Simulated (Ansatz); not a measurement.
A run of Ansatz (development build ahead of 0.2.0) on triplet NF3 at this shape:

```tsv
atom	x (Å)	y (Å)	z (Å)
N	-0.3918	-0.0708	0.1889
F	0.2454	-1.1580	-0.1798
F	0.4891	0.5572	0.9330
F	-0.4241	0.6468	-0.9103
```

Its results:

```yaml
Converged: yes
Reference_energy: -351.96136 hartree
Correlation_energy: -0.69878 hartree
Total_energy: -352.66014 hartree
Spin_squared_of_the_determinant: 2.024
Stability_test: minimum
```

Forces (eV/Å):
```csv
atom,Fx,Fy,Fz
N1,-2.539,-7.476,12.118
F2,0.289,-4.378,-3.459
F3,1.574,4.743,2.460
F4,0.676,7.111,-11.118
```

(1) Which input gives this output? Name the method, the orbitals and the basis set, and write the input.

## Answers

(1) UHF-MP2 in def2-SVP.

```yaml
crystal:
  periodic: [false, false, false]
  atoms:
    - { symbol: "N", position_ang: [-0.3918, -0.07077, 0.18886] }
    - { symbol: F, position_ang: [0.24542, -1.15795, -0.1798] }
    - { symbol: F, position_ang: [0.48912, 0.55718, 0.93296] }
    - { symbol: F, position_ang: [-0.42408, 0.64684, -0.91032] }
basis:
  gaussian: { orbitals: def2-SVP }
magnetization:
  spin_polarized: true
  initial_magnetization: 2
hamiltonian:
  xc: hf
correlation:
  method: mp2
  frozen_orbitals: { F: 1, "N": 1 }
output:
  forces: true
```

Caution: another spin multiplicity may lie lower; the determinant breaks the point group.
